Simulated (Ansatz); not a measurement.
Response of Rh to small distortions

```
Rh
1.0
     0.00000    1.91529    1.91529
     1.91529    0.00000    1.91529
     1.91529    1.91529    0.00000
Rh
1
Direct
  0.00000 0.00000 0.00000
```

The cell was built from the fcc type and relaxed in the same program, and has space group Fm-3m; it needn't be a known or the stable phase.

Spin polarisation is left out, and whether a magnetic state lies lower isn't shown here.

Theory: DFT, PBE, all-electron PAW with datasets made for the crystal, scalar-relativistic (Ansatz 0.2.0).

Sampling and basis: a Γ-centred 16×16×16 k mesh, Fermi–Dirac smearing of 0.05 eV, cutoff 280 eV (chosen by the program for this cell), no spin polarisation.

The unchanged cell is at -0.04 GPa.

In a metal, stresses and small energies carry noise from the k mesh.

x, y and z are the Cartesian axes of the cell as listed; fractional coordinates follow a strain, and an engineering shear is twice the off-diagonal strain component.

With this change (z strained by +1.5 % at fixed volume), what becomes of the energy and stress?

Energy change +3 meV/atom; stress change (xx, yy, zz, yz, xz, xy) 1.78, 1.78, -3.34, 0.00, 0.00, 0.00 GPa, compression positive.

With xy engineering shear strain of -3 %: energy change +7 meV/atom; stress change (xx, yy, zz, yz, xz, xy) 0.43, 0.43, 0.00, 0.00, 0.00, 5.56 GPa, compression positive.
